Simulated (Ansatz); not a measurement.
Ideal-gas functions of `BN` at 400 K and 1 bar, from an Ansatz frequency run at PBE0-D4/def2-TZVP.

Molar mass 28.85 g/mol, point group C2v (symmetry number 2), electronic degeneracy 1, moments of inertia 3.637, 18.125, 21.762 u Å². Harmonic wavenumbers (cm⁻¹, unscaled): 628, 742, 860, 1010, 1135, 1153, 1373, 1645, 2577, 2658, 3616, 3710.

Use S(trans) = R[1.5 ln M + 2.5 ln T − 1.1517]; rotational temperatures θ = 24.2544 K / I; S(rot) = R[ln(√π/σ · √(T³/θAθBθC)) + 1.5]; for each mode x = 1.438777 ν̃/T, S = R[x/(eˣ − 1) − ln(1 − e⁻ˣ)] and H = RT x/(eˣ − 1); 1 cm⁻¹ = 0.0119627 kJ/mol; R = 8.31446 J/(mol·K).

Problem. By hand: the entropy, in J/(mol·K).

Solution. Translation 156.9. Rotation: θ = 6.6688, 1.3382, 1.1145 K, giving 76.6. Vibration, mode by mode: 3.11, 2.25, 1.61, 1.04, 0.72, 0.69, 0.36, 0.16, 0.01, 0.01, 0.00, 0.00, in all 9.9. Electronic 0.0. Sum 243.4 J/(mol·K).

Problem. By hand: H − E and G − E in kJ/mol, counted from the electronic energy.

Solution. Zero-point energy ½ × 21107 × 0.0119627 = 126.2; thermal vibration 3.0; translation, rotation and pV give 4 RT = 13.3. H − E = 142.5 kJ/mol, and G − E = 142.5 − 400 × 243.4/1000 = 45.1 kJ/mol.

Vibration gives 4 % of the entropy.
